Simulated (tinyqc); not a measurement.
UKS/LDA (PW92) in the sto-3g basis, for LiH, spin multiplicity 3, step by step (part 1 of 2). Computed by tinyqc, a small Python program that keeps every step (integrals from PySCF). Settings: charge = 0, multiplicity = 3, basis = sto-3g, energy threshold = 1e-09, iteration cap = 60, orthogonalisation = symmetric, start = Wolfsberg-Helmholz matrix, DIIS depth = 4, shift = 1.0, method = UKS, functional = lda,pw, grid = [15, 14]. Command: `OMP_NUM_THREADS=1 python tinyqc.py 29904 29905 out.jsonl` (the two numbers bound the seeds that draw the settings). One thread of a shared host (Intel(R) Xeon(R) Processor @ 2.60GHz), about 0.8 s of CPU time with the checks. Later iterations appear only in the table of the cycle.

## One-electron integrals

Geometry (angstrom):
```
atom         x         y         z
Li    0.000000  0.000000  0.000000
H     0.000000  0.000000  2.666000
```

Basis sto-3g: exponents (1/bohr^2) and contraction coefficients of normalised primitives:
```
element  l (shell)   exponent  coefficient
Li           s (1)  16.119575     0.154329
Li           s (1)   2.936201     0.535328
Li           s (1)   0.794651     0.444635
Li           s (2)   0.636290    -0.099967
Li           s (2)   0.147860     0.399513
Li           s (2)   0.048089     0.700115
Li           p (3)   0.636290     0.155916
Li           p (3)   0.147860     0.607684
Li           p (3)   0.048089     0.391957
H            s (1)   3.425251     0.154329
H            s (1)   0.623914     0.535328
H            s (1)   0.168855     0.444635
```

Overlap, kinetic and nuclear-attraction integrals over the contracted functions; the nuclear repulsion is the sum of Za Zb / Rab.

nuclear repulsion = 0.59547323 hartree

overlap S, order 1Li 1s, 1Li 2s, 1Li 2px, 1Li 2py, 1Li 2pz, 2H 1s:
$$\begin{pmatrix}
1.000000 & 0.241137 & 0.000000 & 0.000000 & 0.000000 & 0.005210 \\
0.241137 & 1.000000 & 0.000000 & 0.000000 & 0.000000 & 0.169918 \\
0.000000 & 0.000000 & 1.000000 & 0.000000 & 0.000000 & 0.000000 \\
0.000000 & 0.000000 & 0.000000 & 1.000000 & 0.000000 & 0.000000 \\
0.000000 & 0.000000 & 0.000000 & 0.000000 & 1.000000 & 0.258416 \\
0.005210 & 0.169918 & 0.000000 & 0.000000 & 0.258416 & 1.000000
\end{pmatrix}$$

kinetic energy T (hartree), order 1Li 1s, 1Li 2s, 1Li 2px, 1Li 2py, 1Li 2pz, 2H 1s:
$$\begin{pmatrix}
3.576786 & -0.020237 & 0.000000 & 0.000000 & 0.000000 & -0.003454 \\
-0.020237 & 0.102163 & 0.000000 & 0.000000 & 0.000000 & 0.001170 \\
0.000000 & 0.000000 & 0.319682 & 0.000000 & 0.000000 & 0.000000 \\
0.000000 & 0.000000 & 0.000000 & 0.319682 & 0.000000 & 0.000000 \\
0.000000 & 0.000000 & 0.000000 & 0.000000 & 0.319682 & 0.016721 \\
-0.003454 & 0.001170 & 0.000000 & 0.000000 & 0.016721 & 0.760032
\end{pmatrix}$$

nuclear attraction V (hartree), order 1Li 1s, 1Li 2s, 1Li 2px, 1Li 2py, 1Li 2pz, 2H 1s:
$$\begin{pmatrix}
-8.181372 & -1.012207 & 0.000000 & 0.000000 & -0.005801 & -0.019590 \\
-1.012207 & -1.402628 & 0.000000 & 0.000000 & -0.065968 & -0.236338 \\
0.000000 & 0.000000 & -1.377695 & 0.000000 & 0.000000 & 0.000000 \\
0.000000 & 0.000000 & 0.000000 & -1.377695 & 0.000000 & 0.000000 \\
-0.005801 & -0.065968 & 0.000000 & 0.000000 & -1.423109 & -0.362272 \\
-0.019590 & -0.236338 & 0.000000 & 0.000000 & -0.362272 & -1.822083
\end{pmatrix}$$

core Hamiltonian H = T + V (hartree), order 1Li 1s, 1Li 2s, 1Li 2px, 1Li 2py, 1Li 2pz, 2H 1s:
$$\begin{pmatrix}
-4.604586 & -1.032444 & 0.000000 & 0.000000 & -0.005801 & -0.023044 \\
-1.032444 & -1.300464 & 0.000000 & 0.000000 & -0.065968 & -0.235168 \\
0.000000 & 0.000000 & -1.058014 & 0.000000 & 0.000000 & 0.000000 \\
0.000000 & 0.000000 & 0.000000 & -1.058014 & 0.000000 & 0.000000 \\
-0.005801 & -0.065968 & 0.000000 & 0.000000 & -1.103427 & -0.345552 \\
-0.023044 & -0.235168 & 0.000000 & 0.000000 & -0.345552 & -1.062051
\end{pmatrix}$$

## Two-electron integrals

Functions are numbered as in S; the eight-fold symmetry (ij|kl) = (ji|kl) = (kl|ij) leaves the list below.

Two-electron integrals (ij|kl) in chemists' order, unique and non-zero (hartree):
```
(11|11) 1.680395   (21|11) 0.265420   (21|21) 0.049941   (22|11) 0.397727
(22|21) 0.092860   (22|22) 0.290562   (31|31) 0.008981   (32|31) 0.013788
(32|32) 0.064184   (33|11) 0.396640   (33|21) 0.092880   (33|22) 0.290497
(33|33) 0.312946   (41|41) 0.008981   (42|41) 0.013788   (42|42) 0.064184
(43|43) 0.016869   (44|11) 0.396640   (44|21) 0.092880   (44|22) 0.290497
(44|33) 0.279207   (44|44) 0.312946   (51|51) 0.008981   (52|51) 0.013788
(52|52) 0.064184   (53|53) 0.016869   (54|54) 0.016869   (55|11) 0.396640
(55|21) 0.092880   (55|22) 0.290497   (55|33) 0.279207   (55|44) 0.279207
(55|55) 0.312946   (61|11) 0.005175   (61|21) 0.001002   (61|22) 0.001975
(61|33) 0.001943   (61|44) 0.001943   (61|51) 0.000155   (61|52) 0.000313
(61|55) 0.002039   (61|61) 0.000023   (62|11) 0.042838   (62|21) 0.010269
(62|22) 0.038634   (62|33) 0.036299   (62|44) 0.036299   (62|51) 0.001454
(62|52) 0.012259   (62|55) 0.043260   (62|61) 0.000265   (62|62) 0.012690
(63|31) 0.000414   (63|32) 0.002679   (63|53) 0.001381   (63|63) 0.000485
(64|41) 0.000414   (64|42) 0.002679   (64|54) 0.001381   (64|64) 0.000485
(65|11) 0.063055   (65|21) 0.015157   (65|22) 0.057841   (65|33) 0.054011
(65|44) 0.054011   (65|51) 0.002239   (65|52) 0.019100   (65|55) 0.065436
(65|61) 0.000395   (65|62) 0.019911   (65|65) 0.031313   (66|11) 0.198488
(66|21) 0.047860   (66|22) 0.194334   (66|33) 0.180334   (66|44) 0.180334
(66|51) 0.005796   (66|52) 0.063682   (66|55) 0.222029   (66|61) 0.001214
(66|62) 0.087892   (66|65) 0.139981   (66|66) 0.774606
```

## Orthogonalisation

S = U s U^T; symmetric (Loewdin) form X = U s^(-1/2) U^T, so that X^T S X = 1.

eigenvalues of S: [0.653124, 0.819188, 1.000000, 1.000000, 1.176076, 1.351612]

X, order 1Li 1s, 1Li 2s, 1Li 2px, 1Li 2py, 1Li 2pz, 2H 1s:
$$\begin{pmatrix}
1.023181 & -0.127347 & 0.000000 & 0.000000 & -0.003190 & 0.014405 \\
-0.127347 & 1.035351 & 0.000000 & 0.000000 & 0.018411 & -0.093495 \\
0.000000 & 0.000000 & 1.000000 & 0.000000 & 0.000000 & 0.000000 \\
0.000000 & 0.000000 & 0.000000 & 1.000000 & 0.000000 & 0.000000 \\
-0.003190 & 0.018411 & 0.000000 & 0.000000 & 1.026963 & -0.137665 \\
0.014405 & -0.093495 & 0.000000 & 0.000000 & -0.137665 & 1.039004
\end{pmatrix}$$

## Starting guess

The start is the generalised Wolfsberg-Helmholz matrix (K = 1.75) built on H; D(s) = C_occ C_occ^T for each spin.

D(alpha) at the start, order 1Li 1s, 1Li 2s, 1Li 2px, 1Li 2py, 1Li 2pz, 2H 1s:
$$\begin{pmatrix}
0.987821 & 0.010136 & 0.000000 & 0.000000 & -0.050955 & -0.061094 \\
0.010136 & 0.104774 & 0.000000 & 0.000000 & 0.177274 & 0.192865 \\
0.000000 & 0.000000 & 0.013751 & -0.116456 & 0.000000 & 0.000000 \\
0.000000 & 0.000000 & -0.116456 & 0.986249 & 0.000000 & 0.000000 \\
-0.050955 & 0.177274 & 0.000000 & 0.000000 & 0.304643 & 0.331827 \\
-0.061094 & 0.192865 & 0.000000 & 0.000000 & 0.331827 & 0.361469
\end{pmatrix}$$

D(beta) at the start, order 1Li 1s, 1Li 2s, 1Li 2px, 1Li 2py, 1Li 2pz, 2H 1s:
$$\begin{pmatrix}
0.978989 & 0.040316 & 0.000000 & 0.000000 & 0.000919 & -0.004591 \\
0.040316 & 0.001660 & 0.000000 & 0.000000 & 0.000038 & -0.000189 \\
0.000000 & 0.000000 & 0.000000 & 0.000000 & 0.000000 & 0.000000 \\
0.000000 & 0.000000 & 0.000000 & 0.000000 & 0.000000 & 0.000000 \\
0.000919 & 0.000038 & 0.000000 & 0.000000 & 0.000001 & -0.000004 \\
-0.004591 & -0.000189 & 0.000000 & 0.000000 & -0.000004 & 0.000022
\end{pmatrix}$$

## Iteration 1: exchange-correlation on the grid

Becke grid with 15 radial and 14 angular points per atom, points of zero weight dropped. rho = sum D_ij phi_i phi_j; V_xc,ij = sum w v_xc phi_i phi_j; v_xc is d(rho eps)/d rho(s) for spin s.

The 16 grid points with the largest w rho, of 413 (bohr, atomic units):
```
x                  y          z          w  rho(alpha)  rho(beta)     eps_xc  v_xc(alpha)
0.000000    0.000000   3.707754   3.259501    0.018760   6.41e-07  -0.269585    -0.355333
0.000000    2.630335   0.000000   5.481627    0.010838   0.000013  -0.226405    -0.298332
0.000000   -2.630335   0.000000   5.481627    0.010838   0.000013  -0.226405    -0.298332
0.000000    3.707754   0.000000  14.035913    0.004013   2.09e-06  -0.165383    -0.217612
0.000000   -3.707754   0.000000  14.035913    0.004013   2.09e-06  -0.165383    -0.217612
0.231616   -0.231616  -0.231616   0.038824    0.695508   0.686171  -0.896494    -1.181198
-0.231616   0.231616  -0.231616   0.038824    0.695508   0.686171  -0.896494    -1.181198
-0.231616  -0.231616  -0.231616   0.038824    0.694468   0.686171  -0.896279    -1.180680
0.231616    0.231616  -0.231616   0.038824    0.694468   0.686171  -0.896279    -1.180680
0.231616   -0.231616   0.231616   0.038824    0.689871   0.686309  -0.895362    -1.178388
-0.231616   0.231616   0.231616   0.038824    0.689871   0.686309  -0.895362    -1.178388
-0.231616  -0.231616   0.231616   0.038824    0.688830   0.686309  -0.895148    -1.177866
0.231616    0.231616   0.231616   0.038824    0.688830   0.686309  -0.895148    -1.177866
-0.414343   0.414343  -0.414343   0.185240    0.142461   0.133337  -0.541727    -0.715283
0.414343   -0.414343  -0.414343   0.185240    0.142461   0.133337  -0.541727    -0.715283
0.414343   -0.414343   0.414343   0.185240    0.141067   0.133430  -0.540906    -0.713334
```

electrons on the grid, sum of w rho = 4.011231

E_xc = sum of w rho eps_xc = -1.98530368 hartree

V_xc(alpha) (hartree), order 1Li 1s, 1Li 2s, 1Li 2px, 1Li 2py, 1Li 2pz, 2H 1s:
$$\begin{pmatrix}
-1.044523 & -0.145860 & 0.000000 & 0.000000 & -0.002018 & -0.002891 \\
-0.145860 & -0.217505 & 0.000000 & 0.000000 & -0.024295 & -0.047534 \\
0.000000 & 0.000000 & -0.184672 & 0.006119 & 0.000000 & 0.000000 \\
0.000000 & 0.000000 & 0.006119 & -0.242987 & 0.000000 & 0.000000 \\
-0.002018 & -0.024295 & 0.000000 & 0.000000 & -0.220281 & -0.074972 \\
-0.002891 & -0.047534 & 0.000000 & 0.000000 & -0.074972 & -0.393646
\end{pmatrix}$$

V_xc(beta) (hartree), order 1Li 1s, 1Li 2s, 1Li 2px, 1Li 2py, 1Li 2pz, 2H 1s:
$$\begin{pmatrix}
-1.034392 & -0.137196 & 0.000000 & 0.000000 & -0.000744 & -0.002619 \\
-0.137196 & -0.155483 & 0.000000 & 0.000000 & -0.010114 & -0.025634 \\
0.000000 & 0.000000 & -0.140321 & 0.002545 & 0.000000 & 0.000000 \\
0.000000 & 0.000000 & 0.002545 & -0.166281 & 0.000000 & 0.000000 \\
-0.000744 & -0.010114 & 0.000000 & 0.000000 & -0.155874 & -0.039598 \\
-0.002619 & -0.025634 & 0.000000 & 0.000000 & -0.039598 & -0.182643
\end{pmatrix}$$

## Iteration 1: building the Kohn-Sham matrix

J_ij = sum D_kl (ij|kl) with D = D(alpha) + D(beta); F = H + J + V_xc; E = tr D H + tr D J / 2 + E_xc + E_nn.

Coulomb J (hartree), order 1Li 1s, 1Li 2s, 1Li 2px, 1Li 2py, 1Li 2pz, 2H 1s:
$$\begin{pmatrix}
4.021031 & 0.689316 & 0.000000 & 0.000000 & 0.008112 & 0.013950 \\
0.689316 & 1.324808 & 0.000000 & 0.000000 & 0.061761 & 0.192922 \\
0.000000 & 0.000000 & 1.299901 & -0.003929 & 0.000000 & 0.000000 \\
0.000000 & 0.000000 & -0.003929 & 1.332712 & 0.000000 & 0.000000 \\
0.008112 & 0.061761 & 0.000000 & 0.000000 & 1.335039 & 0.291202 \\
0.013950 & 0.192922 & 0.000000 & 0.000000 & 0.291202 & 1.092498
\end{pmatrix}$$

F(alpha) (hartree), order 1Li 1s, 1Li 2s, 1Li 2px, 1Li 2py, 1Li 2pz, 2H 1s:
$$\begin{pmatrix}
-1.628078 & -0.488989 & 0.000000 & 0.000000 & 0.000292 & -0.011985 \\
-0.488989 & -0.193162 & 0.000000 & 0.000000 & -0.028502 & -0.089779 \\
0.000000 & 0.000000 & 0.057216 & 0.002190 & 0.000000 & 0.000000 \\
0.000000 & 0.000000 & 0.002190 & 0.031711 & 0.000000 & 0.000000 \\
0.000292 & -0.028502 & 0.000000 & 0.000000 & 0.011332 & -0.129321 \\
-0.011985 & -0.089779 & 0.000000 & 0.000000 & -0.129321 & -0.363199
\end{pmatrix}$$

F(beta) (hartree), order 1Li 1s, 1Li 2s, 1Li 2px, 1Li 2py, 1Li 2pz, 2H 1s:
$$\begin{pmatrix}
-1.617948 & -0.480324 & 0.000000 & 0.000000 & 0.001567 & -0.011713 \\
-0.480324 & -0.131140 & 0.000000 & 0.000000 & -0.014322 & -0.067879 \\
0.000000 & 0.000000 & 0.101567 & -0.001384 & 0.000000 & 0.000000 \\
0.000000 & 0.000000 & -0.001384 & 0.108417 & 0.000000 & 0.000000 \\
0.001567 & -0.014322 & 0.000000 & 0.000000 & 0.075738 & -0.093948 \\
-0.011713 & -0.067879 & 0.000000 & 0.000000 & -0.093948 & -0.152195
\end{pmatrix}$$

total energy of this density = -7.53617031 hartree

## Iteration 1: diagonalisation and new density

A level shift of 1 hartree raises the virtual space: F + shift (S - S D(s) S), with D(s) the density of one spin. Diagonalise F' = X^T F X, C = X C', fill 3 alpha and 1 beta electrons from the bottom; D(s) = C_occ C_occ^T. Each column has its largest component positive (the first on a tie).

F' = X^T F X (alpha) (hartree):
$$\begin{pmatrix}
-1.557580 & -0.427635 & 0.000000 & 0.000000 & 0.033233 & 0.057451 \\
-0.427635 & 0.757077 & 0.000000 & 0.000000 & -0.232450 & -0.297680 \\
0.000000 & 0.000000 & 1.043465 & 0.118646 & 0.000000 & 0.000000 \\
0.000000 & 0.000000 & 0.118646 & 0.045462 & 0.000000 & 0.000000 \\
0.033233 & -0.232450 & 0.000000 & 0.000000 & 0.651659 & -0.522983 \\
0.057451 & -0.297680 & 0.000000 & 0.000000 & -0.522983 & 0.179100
\end{pmatrix}$$

orbital energies (alpha) (hartree): MO1 -1.634092, MO2 -0.288609, MO3 0.031551, MO4 0.942898, MO5 1.010058, MO6 1.057376

coefficients C (alpha), order 1Li 1s, 1Li 2s, 1Li 2px, 1Li 2py, 1Li 2pz, 2H 1s:
$$\begin{pmatrix}
0.984698 & -0.089492 & 0.000000 & -0.250604 & 0.151300 & 0.000000 \\
0.057257 & 0.271445 & 0.000000 & 0.874011 & -0.506353 & 0.000000 \\
0.000000 & 0.000000 & -0.116451 & 0.000000 & 0.000000 & 0.993196 \\
0.000000 & 0.000000 & 0.993196 & 0.000000 & 0.000000 & 0.116451 \\
0.003682 & 0.431490 & 0.000000 & 0.414568 & 0.846102 & 0.000000 \\
-0.004108 & 0.719503 & 0.000000 & -0.668769 & -0.377462 & 0.000000
\end{pmatrix}$$

F' = X^T F X (beta) (hartree):
$$\begin{pmatrix}
-1.545174 & -0.447276 & 0.000000 & 0.000000 & -0.001669 & 0.019405 \\
-0.447276 & 0.945440 & 0.000000 & 0.000000 & 0.002335 & -0.055005 \\
0.000000 & 0.000000 & 1.101567 & -0.001384 & 0.000000 & 0.000000 \\
0.000000 & 0.000000 & -0.001384 & 1.108417 & 0.000000 & 0.000000 \\
-0.001669 & 0.002335 & 0.000000 & 0.000000 & 1.103334 & -0.091607 \\
0.019405 & -0.055005 & 0.000000 & 0.000000 & -0.091607 & 0.876272
\end{pmatrix}$$

orbital energies (beta) (hartree): MO1 -1.623099, MO2 0.829166, MO3 1.033761, MO4 1.101298, MO5 1.108686, MO6 1.140045

coefficients C (beta), order 1Li 1s, 1Li 2s, 1Li 2px, 1Li 2py, 1Li 2pz, 2H 1s:
$$\begin{pmatrix}
0.986125 & -0.064732 & -0.286204 & 0.000000 & 0.000000 & -0.069195 \\
0.052441 & 0.198362 & 0.994758 & 0.000000 & 0.000000 & 0.256141 \\
0.000000 & 0.000000 & 0.000000 & 0.981622 & -0.190837 & 0.000000 \\
0.000000 & 0.000000 & 0.000000 & 0.190837 & 0.981622 & 0.000000 \\
0.000882 & 0.190378 & -0.241326 & 0.000000 & 0.000000 & 0.989682 \\
-0.005900 & 0.883473 & -0.241819 & 0.000000 & 0.000000 & -0.518069
\end{pmatrix}$$

D(alpha) after iteration 1, order 1Li 1s, 1Li 2s, 1Li 2px, 1Li 2py, 1Li 2pz, 2H 1s:
$$\begin{pmatrix}
0.977639 & 0.032088 & 0.000000 & 0.000000 & -0.034990 & -0.068435 \\
0.032088 & 0.076961 & 0.000000 & 0.000000 & 0.117337 & 0.195070 \\
0.000000 & 0.000000 & 0.013561 & -0.115659 & 0.000000 & 0.000000 \\
0.000000 & 0.000000 & -0.115659 & 0.986439 & 0.000000 & 0.000000 \\
-0.034990 & 0.117337 & 0.000000 & 0.000000 & 0.186198 & 0.310444 \\
-0.068435 & 0.195070 & 0.000000 & 0.000000 & 0.310444 & 0.517701
\end{pmatrix}$$

D(beta) after iteration 1, order 1Li 1s, 1Li 2s, 1Li 2px, 1Li 2py, 1Li 2pz, 2H 1s:
$$\begin{pmatrix}
0.972443 & 0.051714 & 0.000000 & 0.000000 & 0.000870 & -0.005818 \\
0.051714 & 0.002750 & 0.000000 & 0.000000 & 0.000046 & -0.000309 \\
0.000000 & 0.000000 & 0.000000 & 0.000000 & 0.000000 & 0.000000 \\
0.000000 & 0.000000 & 0.000000 & 0.000000 & 0.000000 & 0.000000 \\
0.000870 & 0.000046 & 0.000000 & 0.000000 & 0.000001 & -0.000005 \\
-0.005818 & -0.000309 & 0.000000 & 0.000000 & -0.000005 & 0.000035
\end{pmatrix}$$

## Iteration 2: exchange-correlation on the grid

As before.

The 16 grid points with the largest w rho, of 413 (bohr, atomic units):
```
x                  y          z          w  rho(alpha)  rho(beta)     eps_xc  v_xc(alpha)
0.000000    0.000000   3.707754   3.259501    0.021190   1.04e-06  -0.280235    -0.369432
0.000000    2.630335   0.000000   5.481627    0.010741   0.000018  -0.225733    -0.297497
0.000000   -2.630335   0.000000   5.481627    0.010741   0.000018  -0.225733    -0.297497
0.000000    3.707754   0.000000  14.035913    0.003979   3.45e-06  -0.164930    -0.217036
0.000000   -3.707754   0.000000  14.035913    0.003979   3.45e-06  -0.164930    -0.217036
0.231616   -0.231616  -0.231616   0.038824    0.689761   0.682979  -0.894658    -1.178194
-0.231616   0.231616  -0.231616   0.038824    0.689761   0.682979  -0.894658    -1.178194
-0.231616  -0.231616  -0.231616   0.038824    0.688728   0.682979  -0.894445    -1.177676
0.231616    0.231616  -0.231616   0.038824    0.688728   0.682979  -0.894445    -1.177676
0.231616   -0.231616   0.231616   0.038824    0.685819   0.683108  -0.893871    -1.176220
-0.231616   0.231616   0.231616   0.038824    0.685819   0.683108  -0.893871    -1.176220
-0.231616  -0.231616   0.231616   0.038824    0.684785   0.683108  -0.893658    -1.175701
0.231616    0.231616   0.231616   0.038824    0.684785   0.683108  -0.893658    -1.175701
-0.414343   0.414343  -0.414343   0.185240    0.141330   0.133105  -0.540879    -0.713648
0.414343   -0.414343  -0.414343   0.185240    0.141330   0.133105  -0.540879    -0.713648
0.414343   -0.414343   0.414343   0.185240    0.140292   0.133192  -0.540278    -0.712194
```

electrons on the grid, sum of w rho = 4.017508

E_xc = sum of w rho eps_xc = -2.00438208 hartree

V_xc(alpha) (hartree), order 1Li 1s, 1Li 2s, 1Li 2px, 1Li 2py, 1Li 2pz, 2H 1s:
$$\begin{pmatrix}
-1.041703 & -0.144860 & 0.000000 & 0.000000 & -0.001585 & -0.002839 \\
-0.144860 & -0.211540 & 0.000000 & 0.000000 & -0.022770 & -0.049212 \\
0.000000 & 0.000000 & -0.179585 & 0.006387 & 0.000000 & 0.000000 \\
0.000000 & 0.000000 & 0.006387 & -0.239448 & 0.000000 & 0.000000 \\
-0.001585 & -0.022770 & 0.000000 & 0.000000 & -0.211100 & -0.077960 \\
-0.002839 & -0.049212 & 0.000000 & 0.000000 & -0.077960 & -0.427154
\end{pmatrix}$$

V_xc(beta) (hartree), order 1Li 1s, 1Li 2s, 1Li 2px, 1Li 2py, 1Li 2pz, 2H 1s:
$$\begin{pmatrix}
-1.032894 & -0.136941 & 0.000000 & 0.000000 & -0.000607 & -0.002603 \\
-0.136941 & -0.153910 & 0.000000 & 0.000000 & -0.009847 & -0.026137 \\
0.000000 & 0.000000 & -0.138893 & 0.002713 & 0.000000 & 0.000000 \\
0.000000 & 0.000000 & 0.002713 & -0.166087 & 0.000000 & 0.000000 \\
-0.000607 & -0.009847 & 0.000000 & 0.000000 & -0.152831 & -0.040489 \\
-0.002603 & -0.026137 & 0.000000 & 0.000000 & -0.040489 & -0.191271
\end{pmatrix}$$

## Iteration 2: building the Kohn-Sham matrix

As before.

Coulomb J (hartree), order 1Li 1s, 1Li 2s, 1Li 2px, 1Li 2py, 1Li 2pz, 2H 1s:
$$\begin{pmatrix}
3.981421 & 0.681579 & 0.000000 & 0.000000 & 0.007558 & 0.013777 \\
0.681579 & 1.310193 & 0.000000 & 0.000000 & 0.063686 & 0.198241 \\
0.000000 & 0.000000 & 1.284606 & -0.003902 & 0.000000 & 0.000000 \\
0.000000 & 0.000000 & -0.003902 & 1.317429 & 0.000000 & 0.000000 \\
0.007558 & 0.063686 & 0.000000 & 0.000000 & 1.321807 & 0.300252 \\
0.013777 & 0.198241 & 0.000000 & 0.000000 & 0.300252 & 1.168818
\end{pmatrix}$$

F(alpha) (hartree), order 1Li 1s, 1Li 2s, 1Li 2px, 1Li 2py, 1Li 2pz, 2H 1s:
$$\begin{pmatrix}
-1.664867 & -0.495725 & 0.000000 & 0.000000 & 0.000172 & -0.012106 \\
-0.495725 & -0.201811 & 0.000000 & 0.000000 & -0.025052 & -0.086139 \\
0.000000 & 0.000000 & 0.047007 & 0.002484 & 0.000000 & 0.000000 \\
0.000000 & 0.000000 & 0.002484 & 0.019968 & 0.000000 & 0.000000 \\
0.000172 & -0.025052 & 0.000000 & 0.000000 & 0.007280 & -0.123260 \\
-0.012106 & -0.086139 & 0.000000 & 0.000000 & -0.123260 & -0.320386
\end{pmatrix}$$

F(beta) (hartree), order 1Li 1s, 1Li 2s, 1Li 2px, 1Li 2py, 1Li 2pz, 2H 1s:
$$\begin{pmatrix}
-1.656059 & -0.487806 & 0.000000 & 0.000000 & 0.001150 & -0.011871 \\
-0.487806 & -0.144182 & 0.000000 & 0.000000 & -0.012130 & -0.063064 \\
0.000000 & 0.000000 & 0.087700 & -0.001189 & 0.000000 & 0.000000 \\
0.000000 & 0.000000 & -0.001189 & 0.093329 & 0.000000 & 0.000000 \\
0.001150 & -0.012130 & 0.000000 & 0.000000 & 0.065549 & -0.085789 \\
-0.011871 & -0.063064 & 0.000000 & 0.000000 & -0.085789 & -0.084504
\end{pmatrix}$$

total energy of this density = -7.58210897 hartree
